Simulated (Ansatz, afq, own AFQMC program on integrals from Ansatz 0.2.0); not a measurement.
# CH$_{4}$N, doublet: AFQMC among the cluster methods

```yaml
atoms:
  - { symbol: N, position_ang: [-0.0887, 0.0000, 0.6446] }
  - { symbol: C, position_ang: [0.0848, 0.0000, -0.7305] }
  - { symbol: H, position_ang: [0.2213, -0.8326, 1.1206] }
  - { symbol: H, position_ang: [0.2213, 0.8326, 1.1206] }
  - { symbol: H, position_ang: [-0.1102, -0.9302, -1.2469] }
  - { symbol: H, position_ang: [-0.1102, 0.9302, -1.2469] }
```

Connectivity, by distances: NH2–CH2.

Basis 6-31G. Only valence electrons are correlated. Ansatz 0.2.0 and our own AFQMC program on the same integrals; the CISD trial comes from CCSD amplitudes, and released means the phaseless constraint is let go. Error bars are statistical, one sigma.

Determinant: UHF, the one that the program's search chose, which needn't be the lowest solution. The geometry is a point of a scan.

No full CI on the walks' own integrals is used here; CCSDT(Q) serves as the reference and is uncertain by about the last step of the cluster series.

```
T1 diagnostic                               : 0.0152
weight of the determinant in the CISD state : 0.913
⟨S²⟩ of the determinant                     : 0.760
size of the correlated space                : 13 electrons in 24 orbitals
```

```
  level  correlation energy (eV)
    MP2                  -4.9906
   CCSD                  -5.6472
CCSD(T)                  -5.7451
```

Problem. Estimate where phaseless AFQMC with a CISD trial lies against CCSD(T) on the same integrals.

Solution. 2.1 ± 0.9 kJ/mol below CCSD(T).

Reference: CCSDT(Q), correlation energy -5.767 eV. The released energy is read at 1.50 1/Eh (meV from the phaseless value at times in 1/Eh: 9 ± 12 at 0.24, 11 ± 11 at 0.50, -6 ± 9 at 1.00, 2 ± 11 at 1.50).

```tsv
level	E − E(reference) (kJ/mol)	share of correlation (%)
CCSD(T)	2.1	99.62
CCSDT	1.1	99.81
ph-AFQMC/HF	3.8 ± 6.2	99.31
ph-AFQMC/CISD	0.0 ± 0.9	100.00
released AFQMC	0.2 ± 1.1	99.96
```

A walk keeps the symmetry of its determinant, which the program's search chose and which needn't be the lowest solution, so a lower state of the same spin and another symmetry isn't excluded. Released energies are given only where the last usable release times agree within the noise; a slower fall can still hide under it.
